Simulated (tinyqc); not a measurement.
Worked calculation (part 2 of 2): CCSD on RHF in the sto-3g basis, for CH3+, spin multiplicity 1. Computed by tinyqc, a small Python program that keeps every step (integrals from PySCF). Command: `OMP_NUM_THREADS=1 python tinyqc.py 21058 21059 out.jsonl` (the two numbers bound the seeds that draw the settings). One thread of a shared host (Intel(R) Xeon(R) Processor @ 2.60GHz), about 0.4 s of CPU time with the checks.

Geometry (angstrom):
```
atom        x        y       z
C      0.0000   0.0000  0.0200
H      1.0380   0.0000  0.0000
H     -0.5190   0.8990  0.0000
H     -0.5190  -0.8990  0.0000
```

## Integrals over molecular orbitals

coefficients C:
```
            MO1      MO2      MO3      MO4      MO5      MO6      MO7      MO8
1C 1s    0.9928  -0.2352   0.0000   0.0000  -0.0056  -0.2199   0.0000  -0.0001
1C 2s    0.0336   0.7139  -0.0001   0.0000   0.0282   1.5062   0.0000   0.0010
1C 2px   0.0000   0.0000   0.6503   0.0000   0.0000  -0.0007   0.0000   1.1422
1C 2py   0.0000   0.0000   0.0000   0.6503   0.0000   0.0000   1.1422   0.0000
1C 2pz  -0.0002  -0.0058   0.0000   0.0000   0.9996  -0.0357   0.0000   0.0000
2H 1s   -0.0067   0.1815   0.3994   0.0000  -0.0088  -0.7922   0.0000  -1.1047
3H 1s   -0.0067   0.1815  -0.1997   0.3459  -0.0088  -0.7932  -0.9562   0.5516
4H 1s   -0.0067   0.1815  -0.1997  -0.3459  -0.0088  -0.7932   0.9562   0.5516
```

core Hamiltonian H = T + V (hartree), lower triangle:
```
           1C 1s    1C 2s   1C 2px   1C 2py   1C 2pz    2H 1s    3H 1s    4H 1s
1C 1s   -19.2907
1C 2s    -4.6579  -6.1925
1C 2px    0.0000   0.0000  -5.2149
1C 2py    0.0000   0.0000   0.0000  -5.2149
1C 2pz    0.0011   0.0107   0.0000   0.0000  -5.0066
2H 1s    -1.3288  -2.8705  -2.2926   0.0000   0.0469  -4.0320
3H 1s    -1.3286  -2.8702   1.1461  -1.9853   0.0469  -0.8827  -4.0318
4H 1s    -1.3286  -2.8702   1.1461   1.9853   0.0469  -0.8827  -0.8826  -4.0318
```

Given earlier and not repeated: Two-electron integrals (ij|kl) in chemists' order.

(pq|rs) = sum C_ip C_jq C_kr C_ls (ij|kl), one index at a time.

one-electron integrals over orbitals h = C^T H C (hartree), lower triangle:
```
          1        2        3        4        5        6        7        8
1  -19.2752
2    0.3771  -5.1236
3    0.0000   0.0000  -4.7445
4    0.0000   0.0000   0.0000  -4.7445
5    0.0100  -0.0051   0.0000   0.0000  -5.0060
6    0.3231  -0.8381   0.0006   0.0000   0.0246  -3.6516
7    0.0000   0.0000   0.0000  -0.8901   0.0000   0.0000  -3.8892
8    0.0002  -0.0006  -0.8900   0.0000   0.0000   0.0001   0.0000  -3.8892
```

Two-electron integrals over orbitals (pq|rs), unique and non-zero (hartree):
```
(11|11) 3.5053      (21|11) -0.3109     (21|21) 0.0434      (22|11) 0.7445
(22|21) -0.0111     (22|22) 0.5306      (31|11) 1.58e-05    (31|21) -1.58e-06
(31|22) 2.60e-06    (31|31) 0.0110      (32|11) -9.99e-08   (32|21) 1.28e-06
(32|22) 1.54e-05    (32|31) 0.0172      (32|32) 0.1240      (33|11) 0.6822
(33|21) -0.0052     (33|22) 0.5197      (33|31) 0.0033      (33|32) 0.0436
(33|33) 0.5611      (41|41) 0.0110      (42|41) 0.0172      (42|42) 0.1240
(43|41) -0.0033     (43|42) -0.0436     (43|43) 0.0413      (44|11) 0.6822
(44|21) -0.0052     (44|22) 0.5197      (44|31) -0.0033     (44|32) -0.0436
(44|33) 0.4785      (44|44) 0.5611      (51|11) -0.0073     (51|21) 0.0009
(51|22) -0.0007     (51|31) -5.47e-08   (51|32) 7.44e-09    (51|33) -2.98e-04
(51|44) -2.98e-04   (51|51) 0.0218      (52|11) 0.0036      (52|21) -3.76e-04
(52|22) -0.0011     (52|31) 1.91e-08    (52|32) 3.95e-08    (52|33) -7.66e-05
(52|44) -7.67e-05   (52|51) 0.0253      (52|52) 0.1010      (53|11) -4.62e-07
(53|21) 3.59e-08    (53|22) -5.45e-08   (53|31) 1.93e-04    (53|32) -1.26e-04
(53|33) -4.36e-04   (53|44) 4.36e-04    (53|51) -1.34e-06   (53|52) -3.88e-06
(53|53) 0.0256      (54|41) 1.93e-04    (54|42) -1.26e-04   (54|43) 4.36e-04
(54|54) 0.0256      (55|11) 0.8519      (55|21) -0.0097     (55|22) 0.5603
(55|31) 4.69e-07    (55|32) -5.54e-08   (55|33) 0.5239      (55|44) 0.5239
(55|51) 0.0009      (55|52) 0.0054      (55|53) -4.75e-07   (55|55) 0.6729
(61|11) -0.2864     (61|21) 0.0407      (61|22) -0.0096     (61|31) -1.10e-05
(61|32) -1.25e-05   (61|33) -0.0043     (61|44) -0.0043     (61|51) 2.89e-04
(61|52) -0.0009     (61|53) -1.13e-07   (61|55) -0.0069     (61|61) 0.0383
(62|11) 0.2596      (62|21) -0.0102     (62|22) 0.0787      (62|31) -5.58e-06
(62|32) -1.18e-05   (62|33) 0.0576      (62|44) 0.0576      (62|51) -0.0009
(62|52) -0.0011     (62|53) -7.82e-07   (62|55) 0.1298      (62|61) -0.0087
(62|62) 0.0715      (63|11) -1.75e-04   (63|21) 4.64e-06    (63|22) -6.07e-05
(63|31) 0.0053      (63|32) -0.0253     (63|33) -0.0302     (63|44) 0.0301
(63|52) -1.45e-06   (63|53) 0.0006      (63|55) -8.41e-05   (63|61) -6.75e-07
(63|62) -7.31e-05   (63|63) 0.0539      (64|41) 0.0053      (64|42) -0.0253
(64|43) 0.0302      (64|54) 0.0006      (64|64) 0.0540      (65|11) -0.0054
(65|21) -1.21e-04   (65|22) -0.0033     (65|31) -2.80e-07   (65|32) -1.79e-06
(65|33) -0.0017     (65|44) -0.0017     (65|51) 0.0220      (65|52) 0.0731
(65|53) -1.52e-05   (65|55) -0.0008     (65|61) -0.0007     (65|62) -0.0036
(65|63) 1.48e-06    (65|65) 0.0596      (66|11) 0.6465      (66|21) -0.0102
(66|22) 0.4778      (66|31) -1.68e-05   (66|32) -1.34e-04   (66|33) 0.4784
(66|44) 0.4785      (66|51) -0.0015     (66|52) -0.0043     (66|53) 1.26e-06
(66|55) 0.4899      (66|61) -0.0085     (66|62) 0.0351      (66|63) 3.74e-05
(66|65) -0.0043     (66|66) 0.4729      (71|41) 0.0150      (71|42) 0.0212
(71|43) -0.0033     (71|54) 2.78e-04    (71|64) 0.0071      (71|71) 0.0206
(72|41) 0.0102      (72|42) 0.0147      (72|43) 0.0217      (72|54) 0.0013
(72|64) 0.0427      (72|71) 0.0133      (72|72) 0.0480      (73|41) 0.0042
(73|42) 0.0511      (73|43) -0.0140     (73|54) -4.65e-04   (73|64) -0.0265
(73|71) 0.0056      (73|72) -0.0050     (73|73) 0.0383      (74|11) 0.2589
(74|21) -0.0063     (74|22) 0.0845      (74|31) 0.0042      (74|32) 0.0511
(74|33) 0.0823      (74|44) 0.0543      (74|51) 8.23e-05    (74|52) 0.0024
(74|53) -4.65e-04   (74|55) 0.1217      (74|61) -0.0052     (74|62) 0.0724
(74|63) -0.0265     (74|65) -0.0009     (74|66) 0.0339      (74|74) 0.1174
(75|41) 4.61e-04    (75|42) 0.0029      (75|43) -0.0011     (75|54) 0.0181
(75|64) -0.0010     (75|71) 0.0006      (75|72) 4.35e-04    (75|73) 0.0013
(75|75) 0.0180      (76|41) 0.0142      (76|42) 0.1095      (76|43) -0.0490
(76|54) -0.0008     (76|64) -0.0482     (76|71) 0.0180      (76|72) -0.0109
(76|73) 0.0581      (76|75) 0.0027      (76|76) 0.1252      (77|11) 0.7175
(77|21) -0.0089     (77|22) 0.5048      (77|31) 4.02e-04    (77|32) -0.0306
(77|33) 0.4732      (77|44) 0.5417      (77|51) -1.84e-04   (77|52) 3.69e-04
(77|53) 0.0008      (77|55) 0.5107      (77|61) -0.0072     (77|62) 0.0508
(77|63) 0.0410      (77|65) -0.0009     (77|66) 0.4851      (77|74) 0.0424
(77|77) 0.5548      (81|11) -1.82e-04   (81|21) 2.68e-05    (81|22) -3.52e-06
(81|31) 0.0150      (81|32) 0.0212      (81|33) 0.0033      (81|44) -0.0033
(81|51) 1.93e-07    (81|52) -5.54e-07   (81|53) 2.78e-04    (81|55) -4.24e-06
(81|61) 1.21e-05    (81|62) -1.34e-05   (81|63) 0.0071      (81|65) -7.72e-07
(81|66) -2.73e-05   (81|74) 0.0056      (81|77) 0.0012      (81|81) 0.0206
(82|11) 1.77e-04    (82|21) -6.27e-06   (82|22) 5.53e-05    (82|31) 0.0102
(82|32) 0.0147      (82|33) -0.0217     (82|44) 0.0217      (82|51) -5.43e-07
(82|52) -4.26e-07   (82|53) 0.0013      (82|55) 8.75e-05    (82|61) -1.38e-05
(82|62) 2.05e-05    (82|63) 0.0427      (82|65) -2.46e-06   (82|66) 3.88e-05
(82|74) -0.0050     (82|77) 0.0313      (82|81) 0.0133      (82|82) 0.0480
(83|11) 0.2589      (83|21) -0.0063     (83|22) 0.0845      (83|31) -0.0042
(83|32) -0.0512     (83|33) 0.0543      (83|44) 0.0823      (83|51) 8.24e-05
(83|52) 0.0024      (83|53) 4.65e-04    (83|55) 0.1217      (83|61) -0.0052
(83|62) 0.0724      (83|63) 0.0264      (83|65) -0.0009     (83|66) 0.0340
(83|74) 0.0453      (83|77) 0.0764      (83|81) -0.0056     (83|82) 0.0051
(83|83) 0.1175      (84|41) 0.0042      (84|42) 0.0511      (84|43) -0.0140
(84|54) -4.64e-04   (84|64) -0.0265     (84|71) 0.0056      (84|72) -0.0050
(84|73) 0.0338      (84|75) 0.0013      (84|76) 0.0581      (84|84) 0.0383
(85|11) -3.13e-06   (85|21) -5.45e-08   (85|22) -1.62e-06   (85|31) 4.61e-04
(85|32) 0.0029      (85|33) 0.0011      (85|44) -0.0011     (85|51) 1.41e-05
(85|52) 4.75e-05    (85|53) 0.0181      (85|55) -2.35e-07   (85|61) -7.85e-07
(85|62) -2.48e-06   (85|63) -0.0010     (85|65) 2.69e-05    (85|66) -5.98e-06
(85|74) 0.0013      (85|77) -0.0008     (85|81) 0.0006      (85|82) 4.35e-04
(85|83) -0.0013     (85|85) 0.0180      (86|11) -3.29e-05   (86|21) -3.14e-07
(86|22) -4.94e-07   (86|31) 0.0142      (86|32) 0.1094      (86|33) 0.0490
(86|44) -0.0490     (86|51) -8.54e-07   (86|52) -2.84e-06   (86|53) -0.0008
(86|55) -7.39e-06   (86|61) -1.19e-05   (86|62) -3.34e-06   (86|63) -0.0480
(86|65) -3.87e-06   (86|66) -1.61e-04   (86|74) 0.0581      (86|77) -0.0483
(86|81) 0.0180      (86|82) -0.0109     (86|83) -0.0582     (86|85) 0.0027
(86|86) 0.1251      (87|41) 4.10e-04    (87|42) -0.0306     (87|43) 0.0342
(87|54) 0.0008      (87|64) 0.0410      (87|71) 0.0012      (87|72) 0.0313
(87|73) -0.0170     (87|75) -0.0008     (87|76) -0.0483     (87|84) -0.0169
(87|87) 0.0419      (88|11) 0.7175      (88|21) -0.0089     (88|22) 0.5048
(88|31) -3.83e-04   (88|32) 0.0308      (88|33) 0.5418      (88|44) 0.4731
(88|51) -1.84e-04   (88|52) 3.69e-04    (88|53) -0.0008     (88|55) 0.5107
(88|61) -0.0072     (88|62) 0.0508      (88|63) -0.0411     (88|65) -0.0009
(88|66) 0.4850      (88|74) 0.0765      (88|77) 0.4709      (88|81) -0.0011
(88|82) -0.0313     (88|83) 0.0423      (88|85) 0.0008      (88|86) 0.0485
(88|88) 0.5549
```

## CCSD: starting amplitudes

orbital energies (hartree): MO1 -11.6171, MO2 -1.3164, MO3 -0.9986, MO4 -0.9986, MO5 -0.2600, MO6 0.2931, MO7 0.3610, MO8 0.3610

t_ij^ab = <ij||ab> / (e_i + e_j - e_a - e_b), whose energy is MP2.

Starting amplitudes (spin orbitals 1a, 1b, ...; amplitudes related by a flip of all spins are not repeated; the 24 largest):
```
from      to        t
2a 2b  5a 5b  -0.0478
3a 3b  8a 8b  -0.0432
4a 4b  7a 7b  -0.0432
2a 4b  6a 7b  -0.0244
2a 3b  6a 8b  -0.0244
2a 2b  6a 6b  -0.0222
4a 4b  6a 6b  -0.0209
3a 3b  6a 6b  -0.0209
3a 3b  5a 5b  -0.0173
4a 4b  5a 5b  -0.0173
3a 4b  7b 8a   0.0166
2a 4b  6b 7a   0.0144
2a 3b  6b 8a   0.0144
2a 2b  8a 8b  -0.0143
2a 2b  7a 7b  -0.0143
3a 3b  7a 7b  -0.0141
4a 4b  8a 8b  -0.0141
3a 4b  7a 8b  -0.0124
2a 4a  6a 7a  -0.0100
2a 3a  6a 8a  -0.0100
3a 4b  6a 7b   0.0100
3a 4b  6b 7a  -0.0100
4a 4b  6a 8b   0.0100
3a 3b  6a 8b  -0.0100
```

correlation energy = -0.037876 hartree

## CCSD: amplitude update 1

t_i^a D_i^a and t_ij^ab D_ij^ab are set to the remaining terms of the spin-orbital equations, evaluated with the old amplitudes; for the doubles these are <ij||ab> + 1/2 <ab||ef> t_ij^ef + 1/2 <mn||ij> t_mn^ab + P(ij)P(ab) <mb||ej> t_im^ae + terms in t^2 + terms with t1, D the orbital-energy denominators.

Amplitudes after update 1 (spin orbitals 1a, 1b, ...; amplitudes related by a flip of all spins are not repeated; the 24 largest):
```
from      to        t
2a 2b  5a 5b  -0.0633
3a 3b  8a 8b  -0.0553
4a 4b  7a 7b  -0.0553
2a 4b  6a 7b  -0.0309
2a 3b  6a 8b  -0.0309
4a 4b  6a 6b  -0.0267
3a 3b  6a 6b  -0.0267
2a 2b  6a 6b  -0.0260
3a 4b  7b 8a   0.0210
3a 3b  5a 5b  -0.0206
4a 4b  5a 5b  -0.0206
2a 4b  6b 7a   0.0206
2a 3b  6b 8a   0.0206
3a 4b  7a 8b  -0.0182
2a 2b  8a 8b  -0.0170
2a 2b  7a 7b  -0.0170
3a 3b  7a 7b  -0.0161
4a 4b  8a 8b  -0.0161
3a 4b  6a 7b   0.0134
3a 4b  6b 7a  -0.0134
4a 4b  6a 8b   0.0134
3a 3b  6a 8b  -0.0134
2a 4a  6a 7a  -0.0104
2a 3a  6a 8a  -0.0104
```

correlation energy = -0.048292 hartree

## CCSD: convergence

E_corr = 1/4 sum <ij||ab> t_ij^ab + 1/2 sum <ij||ab> t_i^a t_j^b; stop when the norm of the change is below 1e-8.

Course of the amplitude iterations:
```
update  correlation energy (hartree)  norm of the change
0                          -0.037876                   -
1                          -0.048292            6.96e-02
2                          -0.051443            2.31e-02
3                          -0.052994            8.50e-03
4                          -0.053000            1.52e-03
5                          -0.053004            2.88e-04
6                          -0.053004            4.59e-05
7                          -0.053004            1.52e-05
8                          -0.053004            1.10e-06
9                          -0.053004            2.49e-07
10                         -0.053004            7.92e-08
11                         -0.053004            2.54e-08
12                         -0.053004            6.15e-09
```

Converged amplitudes (spin orbitals 1a, 1b, ...; amplitudes related by a flip of all spins are not repeated; the 24 largest):
```
from      to        t
2a 2b  5a 5b  -0.0723
3a 3b  8a 8b  -0.0615
4a 4b  7a 7b  -0.0615
2a 4b  6a 7b  -0.0333
2a 3b  6a 8b  -0.0333
4a 4b  6a 6b  -0.0298
3a 3b  6a 6b  -0.0297
2a 2b  6a 6b  -0.0277
2a 4b  6b 7a   0.0241
2a 3b  6b 8a   0.0241
3a 4b  7b 8a   0.0230
3a 4b  7a 8b  -0.0223
3a 3b  5a 5b  -0.0186
4a 4b  5a 5b  -0.0186
2a 2b  8a 8b  -0.0178
2a 2b  7a 7b  -0.0178
3a 3b  7a 7b  -0.0162
4a 4b  8a 8b  -0.0162
3a 4b  6a 7b   0.0149
3a 4b  6b 7a  -0.0149
4a 4b  6a 8b   0.0149
3a 3b  6a 8b  -0.0149
2a 4a  6a 7a  -0.0092
2a 3a  6a 8a  -0.0092
```

CCSD total energy = -38.814180 hartree

T1 diagnostic, norm of the one-spin t1 over sqrt(correlated electrons) = 0.0019

Converged in 12 updates, with DIIS from the third.
